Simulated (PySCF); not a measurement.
Compound: C3H3F2O (charge +1).
InChI=1S/C3H3F2O/c4-3(5)1-2-6/h3H,1H2/q+1

Computed with MP2 and CCSD/aug-cc-pVDZ in PySCF, restricted Hartree–Fock reference, 6 core orbitals frozen, non-relativistic, gas phase, PBE0-D3(BJ)/def2-SVP geometry.

E(HF) = -388.83971 Eh.

Q: How large is the problem?

A: 165 basis functions and 46 electrons; 6 orbitals frozen, which leaves o = 17 correlated occupied and v = 142 virtual orbitals. That is o·v = 2414 singles and o·v(o·v + 1)/2 = 2914905 distinct closed-shell doubles amplitudes before symmetry; the costliest CCSD step grows as o²v⁴ = 1.2 × 10^11.

Q: What are the MP2 and CCSD correlation energies?

A: MP2 -0.9847 Eh and CCSD -1.0074 Eh, which gives totals of -389.82442 and -389.84708 Eh. That is 0.806 eV for each correlated electron at CCSD (2645 kJ/mol in all, 0.258 % of the total energy); MP2 gives 97.8 % of the CCSD value.

Q: What is the T1 diagnostic?

A: 0.0154, below the customary warning level of 0.02. It is the norm of the spatial-orbital singles amplitudes over the root of the number of correlated electrons, so the norm is 0.090.

No triples correction and no basis-set extrapolation were made.

The job also held the EOM ionisation roots. The run took 13 min wall on Arm Neoverse N1, one thread, no GPU (shared host).

Conformer computed: `[O+:1]#[C:2][CH2:3][CH:4]([F:5])[F:6]`: C2–C3–C4–F5 47°.

One conformer stands for the species.
